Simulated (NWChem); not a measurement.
Program: NWChem. System: O (+1), charge 1, spin multiplicity 4. Its SCF solution wasn't tested for a lower state. Level: UB3LYP/6-31G* (spherical d), VWN1-RPA local correlation.

Input file:

```
start mol
memory heap 200 mb stack 900 mb global 1100 mb
charge 1
geometry units angstroms nocenter noautoz
  O      0.000000     0.000000     0.000000
  symmetry group D2h
end
basis spherical
  * library 6-31g*
end
dft
  xc b3lyp
  odft
  mult 4
  semidirect memsize 60000000 filesize 0
  iterations 100
end
task dft energy
```

Part of the output:

```
             Northwest Computational Chemistry Package (NWChem) 7.3.0
             --------------------------------------------------------

                                NWChem Input Module
                                -------------------

 Scaling coordinates for geometry "geometry" by  1.889725989
 (inverse scale =  0.529177249)

                             Geometry "geometry" -> ""
                             -------------------------

 Output coordinates in angstroms (scale by  1.889725989 to convert to a.u.)

  No.       Tag          Charge          X              Y              Z
 ---- ---------------- ---------- -------------- -------------- --------------
    1 O                    8.0000     0.00000000     0.00000000     0.00000000

 Effective nuclear repulsion energy (a.u.)       0.0000000000

            Nuclear Dipole moment (a.u.)
            ----------------------------
        X                 Y               Z
 ---------------- ---------------- ----------------
     0.0000000000     0.0000000000     0.0000000000

      Symmetry information
      --------------------

 Group name             D2h
 Group number             26
 Group order               8
 No. of unique centers     1

      Symmetry unique atoms

     1


 Summary of "ao basis" -> "" (spherical)
 ------------------------------------------------------------------------------
       Tag                 Description            Shells   Functions and Types
 ---------------- ------------------------------  ------  ---------------------
 *                           6-31g*                   on all atoms

                                 NWChem DFT Module
                                 -----------------

 Summary of "ao basis" -> "ao basis" (spherical)
 ------------------------------------------------------------------------------
       Tag                 Description            Shells   Functions and Types
 ---------------- ------------------------------  ------  ---------------------
 O                           6-31g*                  6       14   3s2p1d

 Summary of "ao basis" -> "ao basis" (spherical)
 ------------------------------------------------------------------------------
       Tag                 Description            Shells   Functions and Types
 ---------------- ------------------------------  ------  ---------------------
 O                           6-31g*                  6       14   3s2p1d

      Symmetry analysis of basis
      --------------------------

        ag          5
        au          0
        b1g         1
        b1u         2
        b2g         1
        b2u         2
        b3g         1
        b3u         2

            General Information
            -------------------
          SCF calculation type: DFT
          Wavefunction type:  spin polarized.
          No. of atoms     :     1
          No. of electrons :     7
           Alpha electrons :     5
            Beta electrons :     2
          Charge           :     1
          Spin multiplicity:     4
          Use of symmetry is: on ; symmetry adaption is: on
          Maximum number of iterations: 100
          AO basis - number of functions:    14
                     number of shells:     6
          Convergence on energy requested:  1.00D-06
          Convergence on density requested:  1.00D-05
          Convergence on gradient requested:  5.00D-04

              XC Information
              --------------
                         B3LYP Method XC Potential
[...]
 !! scf_movecs_sym_adapt:    8 vectors were symmetry contaminated

 d= 0,ls=0.0,diis     4    -74.5450296314 -4.54D-05  2.37D-05  1.83D-07     0.2
                                                     2.13D-05  5.88D-08

 !! scf_movecs_sym_adapt:    6 vectors were symmetry contaminated

  Symmetry fudging

 !! scf_movecs_sym_adapt:    4 vectors were symmetry contaminated

 !! scf_movecs_sym_adapt:    8 vectors were symmetry contaminated

  Symmetry fudging

 !! scf_movecs_sym_adapt:    8 vectors were symmetry contaminated

 d= 0,ls=0.0,diis     5    -74.5450297069 -7.55D-08  2.85D-07  2.56D-11     0.2
                                                     3.16D-08  1.12D-12

         Total DFT energy =      -74.545029706876
      One electron energy =      -98.325733352044
           Coulomb energy =       31.864688164047
    Exchange-Corr. energy =       -8.083984518879
 Nuclear repulsion energy =        0.000000000000

 Numeric. integr. density =        6.999999289425

     Total iterative time =      0.1s

                  Occupations of the irreducible representations
                  ----------------------------------------------

                     irrep           alpha         beta
                     --------     --------     --------
                     ag                2.0          2.0
                     au                0.0          0.0
                     b1g               0.0          0.0
                     b1u               1.0          0.0
                     b2g               0.0          0.0
                     b2u               1.0          0.0
                     b3g               0.0          0.0
                     b3u               1.0          0.0

                    DFT Final Alpha Molecular Orbital Analysis
                    ------------------------------------------

 Vector    3  Occ=1.000000D+00  E=-1.049221D+00  Symmetry=b2u
              MO Center=  5.0D-33, -7.3D-17,  5.1D-33, r^2= 4.2D-01
   Bfn.  Coefficient  Atom+Function         Bfn.  Coefficient  Atom+Function
  ----- ------------  ---------------      ----- ------------  ---------------
     4      0.794650  1 O  py                 8      0.327662  1 O  py

 Vector    4  Occ=1.000000D+00  E=-1.049221D+00  Symmetry=b3u
              MO Center= -2.7D-19, -5.4D-19, -9.1D-20, r^2= 4.2D-01
   Bfn.  Coefficient  Atom+Function         Bfn.  Coefficient  Atom+Function
  ----- ------------  ---------------      ----- ------------  ---------------
     3      0.794650  1 O  px                 7      0.327662  1 O  px

 Vector    5  Occ=1.000000D+00  E=-1.049221D+00  Symmetry=b1u
              MO Center= -6.3D-29, -5.5D-28,  4.3D-26, r^2= 4.2D-01
   Bfn.  Coefficient  Atom+Function         Bfn.  Coefficient  Atom+Function
  ----- ------------  ---------------      ----- ------------  ---------------
     5      0.794650  1 O  pz                 9      0.327662  1 O  pz

 Vector    6  Occ=0.000000D+00  E= 3.200862D-01  Symmetry=b2u
              MO Center=  3.1D-36, -2.0D-24,  9.1D-35, r^2= 1.3D+00
   Bfn.  Coefficient  Atom+Function         Bfn.  Coefficient  Atom+Function
  ----- ------------  ---------------      ----- ------------  ---------------
     8      1.108460  1 O  py                 4     -0.839391  1 O  py

 Vector    7  Occ=0.000000D+00  E= 3.200862D-01  Symmetry=b3u
              MO Center= -1.3D-30, -1.1D-35,  2.5D-34, r^2= 1.3D+00
   Bfn.  Coefficient  Atom+Function         Bfn.  Coefficient  Atom+Function
  ----- ------------  ---------------      ----- ------------  ---------------
     7      1.108460  1 O  px                 3     -0.839391  1 O  px

 Vector    8  Occ=0.000000D+00  E= 3.200862D-01  Symmetry=b1u
              MO Center= -2.3D-35,  2.0D-36, -2.5D-29, r^2= 1.3D+00
   Bfn.  Coefficient  Atom+Function         Bfn.  Coefficient  Atom+Function
  ----- ------------  ---------------      ----- ------------  ---------------
     9      1.108460  1 O  pz                 5     -0.839391  1 O  pz

                     DFT Final Beta Molecular Orbital Analysis
                     -----------------------------------------

 Vector    1  Occ=1.000000D+00  E=-1.991680D+01  Symmetry=ag
              MO Center=  0.0D+00,  0.0D+00,  0.0D+00, r^2= 1.5D-02
   Bfn.  Coefficient  Atom+Function         Bfn.  Coefficient  Atom+Function
  ----- ------------  ---------------      ----- ------------  ---------------
     1      0.995547  1 O  s

 Vector    2  Occ=1.000000D+00  E=-1.386258D+00  Symmetry=ag
              MO Center=  0.0D+00,  0.0D+00,  0.0D+00, r^2= 4.3D-01
   Bfn.  Coefficient  Atom+Function         Bfn.  Coefficient  Atom+Function
  ----- ------------  ---------------      ----- ------------  ---------------
     2      0.583293  1 O  s                  6      0.506848  1 O  s
     1     -0.236251  1 O  s

 Vector    3  Occ=0.000000D+00  E=-7.094658D-01  Symmetry=b1u
              MO Center=  3.0D-34,  3.0D-34,  1.7D-34, r^2= 5.2D-01
   Bfn.  Coefficient  Atom+Function         Bfn.  Coefficient  Atom+Function
  ----- ------------  ---------------      ----- ------------  ---------------
     5      0.707025  1 O  pz                 9      0.436518  1 O  pz

 Vector    4  Occ=0.000000D+00  E=-7.094658D-01  Symmetry=b3u
              MO Center=  1.8D-34,  3.0D-34,  4.3D-34, r^2= 5.2D-01
   Bfn.  Coefficient  Atom+Function         Bfn.  Coefficient  Atom+Function
  ----- ------------  ---------------      ----- ------------  ---------------
     3      0.707025  1 O  px                 7      0.436518  1 O  px

 Vector    5  Occ=0.000000D+00  E=-7.094658D-01  Symmetry=b2u
              MO Center=  1.3D-34,  1.1D-34,  4.1D-34, r^2= 5.2D-01
   Bfn.  Coefficient  Atom+Function         Bfn.  Coefficient  Atom+Function
  ----- ------------  ---------------      ----- ------------  ---------------
     4      0.707025  1 O  py                 8      0.436518  1 O  py

   alpha - beta orbital overlaps
   -----------------------------

   alpha      1      2      3      4      5      6      7      8      9     10
    beta      1      2      5      4      3      6      7      8      9     10
 overlap   1.000  0.999  0.995  0.995  0.995  0.995  0.995  0.995  0.999  1.000

   alpha     11     12     13     14
    beta     11     13     12     14
 overlap   1.000  1.000  1.000  1.000

     --------------------------
     Expectation value of S2:
     --------------------------
      <S2> =      3.7522 (Exact =     3.7500)

 Task  times  cpu:        0.2s     wall:        0.2s

 Total times  cpu:        0.2s     wall:        0.2s
```
